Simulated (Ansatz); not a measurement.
Start from `C#C` and change one atom or group to get `C#[C][AlH2]`.

Ansatz, PBE0-D4/def2-TZVP geometries, multiplicity 1. 

| property | `C#C` |
| --- | --- |
| HOMO–LUMO gap (PBE/def2-TZVPP) / eV | 6.98 |
| LUMO energy (PBE/def2-TZVPP) / eV | -0.20 |
| LUMO energy (ωB97M-V/def2-TZVPP) / eV | 2.97 |
| zero-point energy (PBE0-D4/def2-TZVP) / kJ/mol | 70.9 |
| LUMO energy (PBE0/def2-TZVPP) / eV | 0.86 |
| size of the dipole moment (ωB97M-V/def2-TZVPP) / D | 0.00 |

Problem. What does the change do to each property? (Estimate.)

Solution. Computed: 
```csv
property,`C#[C][AlH2]`,shift
HOMO–LUMO gap (PBE/def2-TZVPP) / eV,4.20,-2.78
LUMO energy (PBE/def2-TZVPP) / eV,-2.65,-2.45
LUMO energy (ωB97M-V/def2-TZVPP) / eV,-0.18,-3.15
zero-point energy (PBE0-D4/def2-TZVP) / kJ/mol,83.0,12.1
LUMO energy (PBE0/def2-TZVPP) / eV,-1.86,-2.72
size of the dipole moment (ωB97M-V/def2-TZVPP) / D,0.54,0.54
```

With PBE0 the HOMO rises by 0.38 eV and the LUMO falls by 2.72 eV, so the gap narrows by about 3.10 eV. PBE moves the HOMO by 0.32 eV and ωB97M-V by 0.49 eV. The zero-point energy changes by 12.1 kJ/mol with +5 modes.
